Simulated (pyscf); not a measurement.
A first-order saddle from PySCF, ωB97X-D3(BJ)/def2-SVPD:

```xyz
6

Cl     1.2748     1.9340    -1.1322
C      0.1621     0.1890    -0.0688
Cl    -0.9505    -1.5560     0.9946
H     -0.7708     0.7277    -0.1609
H      0.4752    -0.4877    -0.8518
H      0.7820     0.3270     0.8063
```
Charge -1, spin multiplicity 1.

Surface: singlet, charge -1. Lowest wavenumbers (cm⁻¹): 458i, 204, 204, 218, 942.

**Question.** What reaction is this the transition state of?

**Answer.** chloromethane (H₃C–Cl) + chloride (Cl⁻) <-> chloride (Cl⁻) + chloromethane (H₃C–Cl), a substitution at C read from left to right: C–Cl broken and C–Cl formed. At CCSD(T)/def2-TZVPPD + ΔMP2(QZVPPD) it lies +12.3 kJ/mol from the left side and +12.3 kJ/mol from the right (each side as separated species at their lowest minima found). On the reactant side the descent ends in a bound adduct, 42.9 kJ/mol under the separated species and 60.9 kJ/mol under the saddle at ωB97X-D3(BJ)/def2-TZVPD. On the product side the descent ends in a bound adduct, 42.9 kJ/mol under the separated species and 60.9 kJ/mol under the saddle at ωB97X-D3(BJ)/def2-TZVPD. One saddle was located; it need not be the lowest between these sides. The angle at the attacked C is 180°. The CCSD(T) − MP2 part came from Ansatz, without density fitting, on the same reference.
